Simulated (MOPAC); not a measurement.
MOPAC input (PM3):

```
PM3 1SCF CHARGE=-1 GEO-OK AUX(PRECISION=9) THREADS=1
H2N

N    -0.00356243 1    0.11201664 1    0.09548205 1
H     0.80776927 1   -0.37468272 1   -0.32489897 1
H    -0.78283228 1   -0.40943375 1   -0.34347535 1
```

Output:

```
 *******************************************************************************
 **                                                                           **
 **                              MOPAC v23.2.5                                **
 **                                                                           **
 *******************************************************************************
 ** MOPAC's Digital Object Identifier: https://doi.org/10.5281/zenodo.6511958 **
 **                                                                           **
 ** Please cite the open-source release paper for use of this MOPAC version:  **
 ** J. E. Moussa and J. J. P. Stewart (2026)                                  **
 ** MOPAC: An open-source semiempirical molecular orbital program             **
 ** J. Open Source Softw., 11(119), 8025, https://doi.org/10.21105/joss.08025 **
 *******************************************************************************

                              PM3 CALCULATION RESULTS

 *******************************************************************************
 *  PM3        - The PM3 Hamiltonian to be used
 *  GEO-OK     - OVERRIDE INTERATOMIC DISTANCE AND OTHER SAFETY CHECKS
 *
 *
 *
 *                 CHARGE ON SYSTEM = -1
 *
 *
 *
 *  1SCF       - DO 1 SCF AND THEN STOP
 *  AUX        - OUTPUT AUXILIARY INFORMATION
 *******************************************************************************
PM3 1SCF CHARGE=-1 GEO-OK AUX(PRECISION=9) THREADS=1
 H2N

   ATOM   CHEMICAL          X               Y               Z
  NUMBER   SYMBOL      (ANGSTROMS)     (ANGSTROMS)     (ANGSTROMS)

     1       N         -0.00356243  *   0.11201664  *   0.09548205  *
     2       H          0.80776927  *  -0.37468272  *  -0.32489897  *
     3       H         -0.78283228  *  -0.40943375  *  -0.34347535  *

          CARTESIAN COORDINATES

    NO.       ATOM           X           Y           Z

     1         N         -0.0036      0.1120      0.0955
     2         H          0.8078     -0.3747     -0.3249
     3         H         -0.7828     -0.4094     -0.3435

  H: (PM3): J. J. P. STEWART, J. COMP. CHEM. 10, 209 (1989).
  N: (PM3): J. J. P. STEWART, J. COMP. CHEM. 10, 209 (1989).

           Empirical Formula: H2 N  =     3 atoms

      MOLECULAR POINT GROUP   :   C2v

      RHF CALCULATION, NO. OF DOUBLY OCCUPIED LEVELS = 4

 -------------------------------------------------------------------------------
 PM3 1SCF CHARGE=-1 GEO-OK AUX(PRECISION=9) THREADS=1
 H2N

     1SCF WAS SPECIFIED, SO BFGS WAS NOT USED
     SCF FIELD WAS ACHIEVED

                              PM3 CALCULATION
                                                       MOPAC v23.2.5 Linux

          FINAL HEAT OF FORMATION =         38.91863 KCAL/MOL =     162.83553 KJ/MOL

          COSMO AREA              =         46.39 SQUARE ANGSTROMS
          COSMO VOLUME            =         28.91 CUBIC ANGSTROMS

          IONIZATION POTENTIAL    =          0.304035 EV
          HOMO LUMO ENERGIES (EV) =         -0.304 12.867
          NO. OF FILLED LEVELS    =          4
          MOLECULAR WEIGHT        =         16.0225         POINT GROUP:  C2v

          MOLECULAR DIMENSIONS (Angstroms)

            Atom       Atom       Distance
            H     3    H     2     1.59109
            N     1    H     2     0.66254
            H     3    N     1     0.00000

          SCF CALCULATIONS        =          1

   ATOM   CHEMICAL          X               Y               Z
  NUMBER   SYMBOL      (ANGSTROMS)     (ANGSTROMS)     (ANGSTROMS)

     1       N         -0.00356243  *   0.11201664  *   0.09548205  *
     2       H          0.80776927  *  -0.37468272  *  -0.32489897  *
     3       H         -0.78283228  *  -0.40943375  *  -0.34347535  *

                             CARTESIAN COORDINATES

   1    N       -0.003562430     0.112016640     0.095482050
   2    H        0.807769270    -0.374682720    -0.324898970
   3    H       -0.782832280    -0.409433750    -0.343475350

           Empirical Formula: H2 N  =     3 atoms

      MOLECULAR POINT GROUP   :   C2v

                  EIGENVALUES
 -17.40829  -5.41059  -1.99242  -0.30403  12.86728  13.90857

              NET ATOMIC CHARGES AND DIPOLE CONTRIBUTIONS

  ATOM NO.   TYPE          CHARGE      No. of ELECS.   s-Pop       p-Pop
    1          N          -0.885469        5.8855     1.75937     4.12610
    2          H          -0.057266        1.0573     1.05727
    3          H          -0.057266        1.0573     1.05727
 DIPOLE           X         Y         Z       TOTAL
 POINT-CHG.     0.001    -0.027    -0.023     0.036
 HYBRID         0.036    -1.141    -0.972     1.499
 SUM            0.037    -1.168    -0.996     1.535

          ATOMIC ORBITAL ELECTRON POPULATIONS

     Atom    s        px        py        pz
    1  N   1.75937   0.96191   1.51579   1.64840
    2  H   1.05727
    3  H   1.05727

 **********************
 *                    *
 * JOB ENDED NORMALLY *
 *                    *
 **********************

 == MOPAC DONE ==
```

The dipole moment of an ion depends on the origin.
